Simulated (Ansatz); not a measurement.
## O2 (oxygen): the electronic atomisation energy, rung by rung

The species is O2 (2 atoms), meant as a triplet with charge 0. SMILES: `O=O`. Geometry: optimised at PBE0/def2-SVP.

```csv
atom,x (Å),y (Å),z (Å)
O,0.5076,-0.1642,0.2614
O,-0.5076,0.1642,-0.2614
```

Each level gives the electronic atomisation energy (eV). The values are calculated. Electronic energies at fixed atoms, without zero-point motion or spin-orbit coupling.

```
                level                    kind  program  value (eV)  less CCSD(T)/def2-TZVPP
       UHF/def2-TZVPP            Hartree–Fock   Ansatz        1.49                    -3.42
    USVWN5/def2-TZVPP                     LDA   Ansatz        7.58                    +2.67
     UBLYP/def2-TZVPP                     GGA   Ansatz        5.84                    +0.93
  U-r2SCAN/def2-TZVPP                meta-GGA   Ansatz        5.62                    +0.71
  UPBE0-D4/def2-TZVPP           global hybrid   Ansatz        5.40                    +0.49
UCAM-B3LYP/def2-TZVPP  range-separated hybrid   Ansatz        5.40                    +0.49
   UB2PLYP/def2-TZVPP           double hybrid   Ansatz        5.28                    +0.37
  UCCSD(T)/def2-TZVPP   coupled cluster or CI   Ansatz        4.91                     0.00
```

UCCSD(T)/def2-TZVPP is the highest level here, not the true value. The values span 1.49 to 7.58 eV.
